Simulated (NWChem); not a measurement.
Species: chlorine (Cl2); SMILES ClCl

All runs: NWChem. Pople sets run with spherical d functions. Each level has its own optimisation. Entropies are gas-phase, rigid-rotor, harmonic values for NWChem's default masses at 298.15 K and 1 bar, so the errors hold that model's part too (torsions, anharmonicity).

Measured entropy at 1 bar: 53.3 cal/(mol K) (CRC Handbook, as tabulated in the package chemicals).

| level | entropy at 1 bar (cal/(mol K)) | computed − measured |
|---|---|---|
| PBE0/def2-TZVP | … | … |
| BP86/def2-TZVP | … | … |
| Hartree-Fock/6-31G* | 53.1 | -0.2 |
| B3LYP/6-31G* | 53.4 | +0.1 |

Problem. Some entries are withheld; supply them.

Solution. 
- PBE0/def2-TZVP, entropy at 1 bar (cal/(mol K)): 53.1
- PBE0/def2-TZVP, computed − measured: -0.2
- BP86/def2-TZVP, entropy at 1 bar (cal/(mol K)): 53.3
- BP86/def2-TZVP, computed − measured: 0.0
